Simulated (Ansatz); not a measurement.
Heat of formation of C4H6S (2,3-dihydrothiophene) from total energies

C4H6S has 11 atoms, charge 0, and is taken as a singlet. As SMILES, `C1=CSCC1`. The shape is that of a PBE0-D4/def2-TZVP optimisation. This is one conformer, not always the lowest.

```xyz
11

C     0.2805    1.0582   -0.3741
C     1.2667    0.7590    0.4657
S     1.2207   -0.8655    1.1120
C    -0.4783   -1.0764    0.4851
C    -0.6490   -0.0835   -0.6632
H     0.1972    2.0158   -0.8731
H     2.0826    1.4095    0.7518
H    -0.6233   -2.1131    0.1838
H    -1.1644   -0.8469    1.3035
H    -0.3744   -0.5439   -1.6223
H    -1.6927    0.2299   -0.7488
```

Total energies at r2SCAN/def2-SVP (Ansatz 0.2.0); the atoms run unrestricted:

```
species    state  energy (Eh)
  C4H6S  singlet  -553.841176
      C  triplet   -37.787389
      S  triplet  -397.949243
      H  doublet    -0.499209
```

Harmonic wavenumbers at PBE0-D4/def2-TZVP, in cm⁻¹: 168, 415, 507, 663, 692, 708, 808, 864, 932, 937, 1002, 1029, 1117, 1147, 1205, 1281, 1325, 1347, 1464, 1481, 1657, 3013, 3069, 3091, 3146, 3210, 3238.

Measured heats of formation of the gaseous atoms at 298.15 K, in kJ/mol: C 716.9, S 277.0, H 218.0. Spin-orbit lowering of the atoms at 298 K (mean of the ground term's levels less their thermal mean, from spectra), in kJ/mol: C 0.02, S 1.88. Take 1 Eh = 2625.50 kJ/mol, 1 cm⁻¹ = 0.0119627 kJ/mol, RT = 2.479 kJ/mol.

**Question.** Work out the heat of formation of the gas at 298 K.

**Answer.** 
1. Electronic atomisation energy: 4 × (-37.787389) + (-397.949243) + 6 × (-0.499209) − (-553.841176) = 1.747123 Eh = 4587.1 kJ/mol.
2. Zero-point energy: half the sum of the wavenumbers, 19758 cm⁻¹ = 236.4 kJ/mol.
3. Thermal vibrational enthalpy, Σ hcν̃/(exp(hcν̃/kT) − 1): 5.0 kJ/mol. Translation, rotation and pV of a non-linear molecule: 4 RT = 9.9 kJ/mol.
4. The 11 free atoms carry 5/2 RT each: 68.2 kJ/mol.
5. Spin-orbit coupling lowers the free atoms by 4 × 0.02 + 1.88 = 2.0 kJ/mol.
6. Atomisation enthalpy at 298 K: 4587.1 − 2.0 − 236.4 − 5.0 − 9.9 + 68.2 = 4402.0 kJ/mol.
7. Sum of the atoms' heats of formation: 4452.6 kJ/mol. Heat of formation: 4452.6 − 4402.0 = +50.6 kJ/mol.

The tabulated value is +90.7 kJ/mol (CRC Handbook of Chemistry and Physics), so this level is off by -40.1 kJ/mol, or 0.9 % of the atomisation enthalpy. Anharmonicity and any spin-orbit splitting of the molecule are left out.
